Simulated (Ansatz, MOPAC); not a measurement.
Molecule: CHOS, charge 1, multiplicity 1. SMILES: [OH+]=C=S

Atoms: O1, C2, S3, H4. Bonds: O1-C2, O1-H4, C2-S3.

Bond lengths (Å) and angles (degrees) optimised at PM3 with MOPAC; PM6 with MOPAC; PM7 with MOPAC; MNDO with MOPAC; HF/STO-3G with Ansatz (an electronic-structure program); MP2/6-31G* with Ansatz, each started from the B3LYP-D3(BJ)/def2-TZVP structure (Ansatz) of the last column. A row stands for all coordinates that are equal there. 6-31G* holds six Cartesian d functions. No wavenumbers were computed at MNDO, HF/STO-3G, MP2/6-31G*, so these may be saddle points.

```
coordinate    PM3    PM6    PM7   MNDO  HF/STO-3G  MP2/6-31G*  B3LYP-D3(BJ)/def2-TZVP
----------  -----  -----  -----  -----  ---------  ----------  ----------------------
O1-C2       1.287  1.260  1.271  1.265      1.283       1.252                   1.231
O1-H4       0.958  1.039  1.035  0.964      1.001       0.993                   0.984
C2-S3       1.405  1.459  1.447  1.457      1.489       1.514                   1.498
O1-C2-S3    172.8  170.5  170.8  172.2      172.8       173.9                   174.9
C2-O1-H4    112.6  116.6  114.8  119.5      113.5       117.9                   119.9
```

Mean signed difference of all 3 bond lengths from B3LYP-D3(BJ)/def2-TZVP: PM3 -0.021 Å, PM6 0.015 Å, PM7 0.014 Å, MNDO -0.009 Å, HF/STO-3G 0.020 Å, MP2/6-31G* 0.015 Å.
